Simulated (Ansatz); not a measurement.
Molecule (SMILES): C (CH4).
Atoms: C1, H2, H3, H4, H5. Bonds: C1-H2, C1-H3, C1-H4, C1-H5.

Basis-set convergence of the lowest harmonic wavenumber at HF with Ansatz (a first-principles code). Each level at its own minimum, finite differences of forces, unscaled; the reference is a large set that could be run, not a limit. Cartesian d functions, on some or all atoms, in 6-31G*, 6-31G**; all else is spherical. The program fits the integrals of some runs and decomposes those of others, by size. No added dispersion term, no relativity. Reference: the value in aug-pcseg-2, 1453 cm⁻¹. Deviations are taken from unrounded values.

| basis | functions |
|---|---|
| STO-3G | 9 |
| 3-21G | 17 |
| 6-31G | 17 |
| 6-31G* | 23 |
| 6-31G** | 35 |
| 6-311G** | 42 |
| def2-SVPD | 52 |
| aug-cc-pVDZ | 59 |
| def2-TZVPD | 73 |
| jun-cc-pV(T+d)Z | 95 |
| def2-TZVPPD | 105 |
| aug-cc-pVTZ | 138 |

Q: Which is the smallest set listed that can be trusted to 50 cm⁻¹ here, that is, within that of the reference together with its larger relatives (same family, alike in diffuse functions; a set with none to test it counts only in the reference's own line)?

A: The smallest set listed that lies within 50 cm⁻¹ of the reference with all its larger relatives (same family, alike in diffuse functions; a set with none counts only in the reference's own line) is 6-31G* (23 functions, 35 cm⁻¹ off). Value minus reference: STO-3G 222, 3-21G 67, 6-31G 64, 6-31G* 35, 6-31G** 16, 6-311G** 0, def2-SVPD -23, aug-cc-pVDZ -30, def2-TZVPD -1, jun-cc-pV(T+d)Z 0, def2-TZVPPD 0, aug-cc-pVTZ 0 cm⁻¹.
